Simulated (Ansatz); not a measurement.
## MgO, one cell by several methods

```xyz
2
Lattice="0.0000 2.1269 2.1269 2.1269 0.0000 2.1269 2.1269 2.1269 0.0000" Properties=species:S:1:pos:R:3 pbc="T T T"
Mg    0.0000    0.0000    0.0000
O     2.1269    2.1269    2.1269
```

Atoms are numbered in the order listed.

The structure comes from a relaxation in the same program, started in the rocksalt type, and has space group Fm-3m. Whether it is a known phase or the ground state wasn't checked.

Methods: DFT, PBE, PAW with Ansatz's default frozen-core files, scalar-relativistic (Ansatz 0.2.0); DFT, PBE, all-electron PAW with datasets made for the crystal, scalar-relativistic (Ansatz 0.2.0); DFT, PBE, all-electron LAPW, scalar-relativistic (Ansatz 0.2.0).

For PAW: a Γ-centred 16×16×16 k mesh, Fermi–Dirac smearing of 0.05 eV, cutoff 420 eV, no spin polarisation. The crystal-made all-electron datasets (AE datasets) take a cutoff of 340 eV at this cell. LAPW targets a basis error of 1 meV/atom. The Ansatz runs share mesh, smearing and spin set-up. Plane-wave (PAW) pressures include the program's estimate of the Pulay term.

Stress and pressure are positive in compression.

Levels count from the top of the valence band.

| quantity | PAW | AE datasets | LAPW |
| --- | --- | --- | --- |
| pressure (GPa) | 0.00 | 0.05 | 0.06 |
| band gap (eV) | 4.460 | 4.456 | 4.456 |
| highest filled level at X (eV) | -1.300 | -1.299 | -1.299 |
| lowest empty level at X (eV) | 9.107 | 9.096 | 9.096 |
| highest filled level at W (eV) | -1.712 | -1.713 | -1.713 |
| lowest empty level at W (eV) | 11.459 | 11.452 | 11.452 |
